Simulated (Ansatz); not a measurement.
**PH+ (quartet): from Hartree-Fock to the top rungs, def2-QZVPP**

The task here is to estimate one member of a computed series from the others.

The runs use Ansatz 0.2.0, Gaussian basis; def2-QZVPP, core rule «outside noble gas», up to 5 orbitals frozen.

To be run: UHF; ROHF; CCSD(T) on UHF.

2 further runs of the same task are left out: 2 set aside as unsound or not needed.

### What is computed

The geometry is a PBE0/def2-TZVP stationary point (not a proven minimum) of the parent state, kept for this charge and spin.

2 atoms, charge 1, spin multiplicity 4.

Atoms are counted from 1 here; the program's logs count them from 0.

Bond lengths: P1–H2 1.428 Å.

The first run:

File in.yaml:

```yaml
crystal:
  periodic: [false, false, false]
  atoms:
    - {symbol: P, position_ang: [0.000000, 0.000000, 0.000000]}
    - {symbol: H, position_ang: [0.000000, 0.000000, 1.428200]}
basis:
  gaussian: {orbitals: "def2-QZVPP.json"}
total_charge: 1
magnetization: {spin_polarized: true, initial_magnetization: 3}
hamiltonian: {xc: hf}
output: {orbitals: {seedname: orbitals}}
```

Command:

```console
ansatz run in.yaml --threads 1 --pin off --events-out ev --progress --plain --max-ram 2393MiB
```

Steps of the session up to this table: UHF; ROHF; CCSD(T) on UHF.

One table of the session follows, with a row left open; its other results are not shown here.

| method | from UCCSD(T) (meV) |
| --- | --- |
| ROHF | +2785.0 |
| UHF | ? |
| UMP2 | +612.8 |
| UCCSD | +102.3 |
| UCCSD(T) | 0 |

Estimate the missing values for UHF.

**Answer.** from UCCSD(T) (meV): +2735.5. In the column «from UCCSD(T) (meV)» it lies between UMP2 (+612.8) and ROHF (+2785.0).
